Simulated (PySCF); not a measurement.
H3PS.
Bonds: P1–S2 (double). Hydrogens: H3, H4, H5 on P1.

All values: PBE0/def2-SVPD (PySCF, non-relativistic), on one gas-phase PBE0-D3(BJ)/def2-SVP geometry that isn't relaxed in the solvent. The solvent is an IEF-PCM continuum (cavity from Bondi-type radii × 1.2), and excitations are vertical TDDFT with non-equilibrium linear response and a frozen core. Only the electrostatic response of the medium enters.

Gas-phase singlets (H = HOMO, L = LUMO):

| state | E (eV) | λ (nm) | f | leading configurations |
| --- | --- | --- | --- | --- |
| S1 | 5.254 | 236 | 0.019 | H→L 94% |
| S2 | 5.255 | 236 | 0.019 | H-1→L 94% |
| S3 | 5.848 | 212 | 0.000 | H-1→L+2 50%, H→L+3 49% |
| S4 | 5.958 | 208 | 0.015 | H→L+1 94% |
| S5 | 5.958 | 208 | 0.014 | H-1→L+1 94% |

**Question.** Give the list for cyclohexane (ε = 2.017), n² = 2.04.

**Answer.** 
| state | E (eV) | λ (nm) | f | leading configurations | change by rank (eV) |
| --- | --- | --- | --- | --- | --- |
| S1 | 5.416 | 229 | 0.028 | H→L 94% | +0.162 |
| S2 | 5.416 | 229 | 0.028 | H-1→L 94% | +0.161 |
| S3 | 6.043 | 205 | 0.000 | H-1→L+2 49%, H→L+3 49% | +0.195 |
| S4 | 6.095 | 203 | 0.022 | H→L+1 95% | +0.137 |
| S5 | 6.096 | 203 | 0.022 | H-1→L+1 95% | +0.138 |

**Question.** How do the frontier levels move from gas to cyclohexane?

**Answer.** 
| orbital | gas (eV) | solvent (eV) | change (eV) | Löwdin shares, gas | Löwdin shares, solvent |
| --- | --- | --- | --- | --- | --- |
| LUMO+2 | 0.42 | 0.59 | +0.17 | P1 44 %, S2 21 %, H3 16 %, H5 12 % | P1 44 %, S2 22 %, H3 16 %, H5 12 % |
| LUMO+1 | 0.27 | 0.40 | +0.13 | P1 36 %, S2 33 %, H5 10 %, H4 10 % | S2 38 %, P1 34 %, H5 10 %, H4 10 % |
| LUMO | -0.35 | -0.17 | +0.18 | S2 34 %, P1 24 %, H4 14 %, H5 14 % | S2 38 %, P1 24 %, H4 13 %, H5 13 % |
| HOMO | -7.03 | -7.05 | -0.02 | S2 74 %, P1 19 %, H3 4 % | S2 74 %, P1 19 % |
| HOMO-1 | -7.03 | -7.05 | -0.02 | S2 74 %, P1 19 %, H4 4 % | S2 74 %, P1 19 %, H4 4 % |
| HOMO-2 | -10.72 | -10.70 | +0.02 | S2 65 %, P1 26 % | S2 65 %, P1 26 % |
| HOMO-3 | -12.39 | -12.17 | +0.22 | P1 48 %, H3 25 %, H5 14 %, S2 8 % | P1 48 %, H3 25 %, H5 14 %, S2 8 % |

The HOMO–LUMO gap goes from 6.67 to 6.88 eV. Shares within a degenerate set are those of one arbitrary member.
